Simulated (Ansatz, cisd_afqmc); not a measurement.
Species: C2H, charge 0, doublet. C2H (SMILES [C]#C, doublet).
B3LYP-D3(BJ)/def2-TZVP minimum from Ansatz (a quantum-chemistry and plane-wave program):
```
C
C 1 1.2000
H 1 1.0642 2 180.00
```
Charge 0, spin multiplicity 2.

Total energies in cc-pVDZ, 9 correlated electrons, 2 frozen orbitals. UHF or UKS for unpaired electrons; spin-orbit terms are left out. Correlated methods leave the cores frozen. No relativity. AFQMC is phaseless with a CISD trial state; ± is one standard error, without the phaseless bias. Outlying blocks are dropped, and bars are widened where a walk drifts. Over all cases where full CI ran beside it in this data, AFQMC minus full CI had a median of +0.1 mEh and passed +0.4 mEh in a tenth of the cases. The UHF reference of C2H ([C]#C, doublet) is spin-contaminated (<S^2> up to 0.36 over the pure value in the sets run).

```
method         program        energy (Eh)  minus CCSDTQ (mEh)
----------  ----------  -----------------  ------------------
HF              Ansatz          -76.15679              243.69
MP2             Ansatz          -76.35236               48.12
CCSD            Ansatz          -76.38825               12.23
CCSD(T)         Ansatz          -76.39801                2.47
CCSDT(Q)        Ansatz          -76.40053               -0.05
CCSDTQ          Ansatz          -76.40049                0.00
AFQMC/CISD  cisd_afqmc  -76.3985 ± 0.0004           2.0 ± 0.4
```
